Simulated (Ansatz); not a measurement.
System: rutile PbO2. Method: LDA in Ansatz (PAW).

Run with plane-wave cutoff 520 eV, 12×12×16 k mesh (along the axes of the cell as run), Fermi–Dirac smearing 0.05 eV, scalar-relativistic PAW data made under PBE.

Computed at the level's own relaxed cell.

Question: Estimate the pressure derivative B′ of the bulk modulus, equilibrium volume per atom, lattice parameter a and lattice parameter c that the calculation returns.

Answer: 
- pressure derivative B′ of the bulk modulus = 5.6
- equilibrium volume per atom = 13.78 Å³/atom
- lattice parameter a = 4.937 Å
- lattice parameter c = 3.391 Å

Measured, for comparison: lattice constant a 4.958 Å (room temperature, no zero-point or thermal correction, our sources range from 4.950 to 4.958; as tabulated in Hiroi (2015), arXiv:1503.02262); lattice parameter c 3.388 Å (room temperature, no zero-point or thermal correction; as tabulated in Hiroi (2015), arXiv:1503.02262). Computed (rounded) less measured: lattice constant a -0.4 % (-0.3 % to -0.4 % over the range), lattice parameter c +0.1 %. A static lattice is as a rule a little smaller and stiffer than an uncorrected measurement, which narrows the difference in the lattice constant a and would widen misses of the other sign.

Note: the bulk modulus comes from volumes at which shape and atoms were relaxed.

Spin–orbit coupling is not included; it can shift volumes and moduli of such heavy elements.

Ansatz is an electronic-structure program.
